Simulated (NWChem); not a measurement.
Program: NWChem. System: AlF$_{3}$, charge 0, spin multiplicity 1, displaced from the optimised geometry. The structure started from a generated list of species. Level: BP86/def2-TZVP.

Input file:

```
start mol
memory heap 200 mb stack 900 mb global 1100 mb
geometry units angstroms nocenter noautoz
  Al     0.000000     0.000000     0.000002
  F      0.000000     0.000000     1.678595
  F      1.453695     0.000000    -0.839299
  F     -1.453695     0.000000    -0.839299
  symmetry group C2v
end
basis spherical
  * library def2-tzvp
end
dft
  xc becke88 perdew86
  semidirect memsize 60000000 filesize 0
  iterations 100
  grid coarse
end
task dft gradient
```

Part of the output:

```
             Northwest Computational Chemistry Package (NWChem) 7.3.0
             --------------------------------------------------------

                                NWChem Input Module
                                -------------------

 Scaling coordinates for geometry "geometry" by  1.889725989
 (inverse scale =  0.529177249)

 Turning off AUTOSYM since
 SYMMETRY directive was detected!

                             Geometry "geometry" -> ""
                             -------------------------

 Output coordinates in angstroms (scale by  1.889725989 to convert to a.u.)

  No.       Tag          Charge          X              Y              Z
 ---- ---------------- ---------- -------------- -------------- --------------
    1 Al                  13.0000     0.00000000     0.00000000     0.00000200
    2 F                    9.0000     0.00000000     0.00000000     1.67859500
    3 F                    9.0000     1.45369500     0.00000000    -0.83929900
    4 F                    9.0000    -1.45369500     0.00000000    -0.83929900

 Effective nuclear repulsion energy (a.u.)     154.8816868739

            Nuclear Dipole moment (a.u.)
            ----------------------------
        X                 Y               Z
 ---------------- ---------------- ----------------
     0.0000000000     0.0000000000    -0.0000018897

      Symmetry information
      --------------------

 Group name             C2v
 Group number             16
 Group order               4
 No. of unique centers     3

      Symmetry unique atoms

     1    2    3


 Summary of "ao basis" -> "" (spherical)
 ------------------------------------------------------------------------------
       Tag                 Description            Shells   Functions and Types
 ---------------- ------------------------------  ------  ---------------------
 *                         def2-tzvp                  on all atoms

  perdew86 is a nonlocal functional; adding perdew81 local functional.

                                 NWChem DFT Module
                                 -----------------

 Summary of "ao basis" -> "ao basis" (spherical)
[...]
     2   0 2 0    -16.050580     -8.025290     -8.025290      0.000000
     2   0 1 1     -0.000000     -0.000000     -0.000000      0.000000
     2   0 0 2    -22.917037    -79.377914    -79.377914    135.838791

            General Information
            -------------------
          SCF calculation type: DFT
          Wavefunction type:  closed shell.
          No. of atoms     :     4
          No. of electrons :    40
           Alpha electrons :    20
            Beta electrons :    20
          Charge           :     0
          Spin multiplicity:     1
          Use of symmetry is: on ; symmetry adaption is: on
          Maximum number of iterations: 100
          AO basis - number of functions:   130
                     number of shells:    46
          Convergence on energy requested:  1.00D-06
          Convergence on density requested:  1.00D-05
          Convergence on gradient requested:  5.00D-04

              XC Information
              --------------
                    Becke 1988 Exchange Functional  1.000
                Perdew 1981 Correlation Functional  1.000 local
                Perdew 1986 Correlation Functional  1.000 non-local

             Grid Information
             ----------------
          Grid used for XC integration:  coarse
          Radial quadrature: Mura-Knowles
          Angular quadrature: Lebedev.
          Tag              B.-S. Rad. Rad. Pts. Rad. Cut. Ang. Pts.
          ---              ---------- --------- --------- ---------
          Al                  1.25       70           6.0       302
          F                   0.50       35           8.0       302
          Grid pruning is: on
          Number of quadrature shells:   140
          Spatial weights used:  Erf1

          Convergence Information
          -----------------------
          Convergence aids based upon iterative change in
          total energy or number of iterations.
          Levelshifting, if invoked, occurs when the
          HOMO/LUMO gap drops below (HL_TOL):  1.00D-02
          DIIS, if invoked, will attempt to extrapolate
          using up to (NFOCK): 10 stored Fock matrices.

                    Damping( 0%)  Levelshifting(0.5)       DIIS
                  --------------- ------------------- ---------------
          dE  on:    start            ASAP                start
          dE off:    2 iters        100 iters           100 iters

      Screening Tolerance Information
      -------------------------------
          Density screening/tol_rho:  1.00D-10
          AO Gaussian exp screening on grid/accAOfunc:  14
          CD Gaussian exp screening on grid/accCDfunc:  20
          XC Gaussian exp screening on grid/accXCfunc:  20
          Schwarz screening/accCoul:  1.00D-08

                            NWChem DFT Gradient Module
                            --------------------------

  charge          =   0.00
  wavefunction    = closed shell

  Using symmetry

                         DFT ENERGY GRADIENTS

    atom               coordinates                        gradient
                 x          y          z           x          y          z
   1 Al      0.000000   0.000000   0.000004    0.000000   0.000000  -0.000022
   2 F       0.000000   0.000000   3.172085    0.000000   0.000000   0.017092
   3 F       2.747085   0.000000  -1.586045    0.014802   0.000000  -0.008535
   4 F      -2.747085   0.000000  -1.586045   -0.014802   0.000000  -0.008535

                 ----------------------------------------
                 |  Time  |  1-e(secs)   |  2-e(secs)   |
                 ----------------------------------------
                 |  CPU   |       0.01   |       5.33   |
                 ----------------------------------------
                 |  WALL  |       0.01   |       5.33   |
                 ----------------------------------------

 Task  times  cpu:        9.3s     wall:        9.3s

 Total times  cpu:        9.4s     wall:        9.4s
```
